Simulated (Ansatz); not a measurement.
Crystal: O₂F, fluorite type, 3 atoms in the cell.

The calculation used PBE, plane waves, PAW datasets (generated soft set 1) in Ansatz 0.2.0 development build.

Cutoff 420 eV; k-mesh 38×38×38 Γ-centred; Fermi–Dirac smearing of 0.0612 eV; no spin polarisation.

(1) What equilibrium volume, lattice constant and bulk modulus does this give?

## Answers

(1) V₀ = 10.285 Å³/atom (a₀ = 4.979 Å), B₀ = 81.9 GPa, B₀′ = 5.00. The points behind the fit:

```csv
V (Å³/atom),a (Å),E − E(min) (meV/atom),P (GPa)
9.661,4.8761,10.97,5.99
9.867,4.9105,4.73,3.77
10.073,4.9443,1.18,1.80
10.278,4.9777,0.00,0.06
10.484,5.0107,0.94,-1.50
10.689,5.0432,3.76,-2.87
10.895,5.0754,8.23,-4.08
```

The published all-electron PBE values for this crystal (mean of FLEUR and WIEN2k, k-spacing 0.06 Å⁻¹; Bosoni et al., Nat. Rev. Phys. 6, 45 (2024)) are V₀ = 10.279 Å³/atom, B₀ = 81.7 GPa, B₀′ = 5.04.

The stress includes the program's correction for the finite plane-wave basis.

This cubic structure is a model: it isn't the usual form of the substance at ambient conditions, and such phases are metastable or hypothetical. Spin polarisation is left out, and a magnetic state may lie lower.
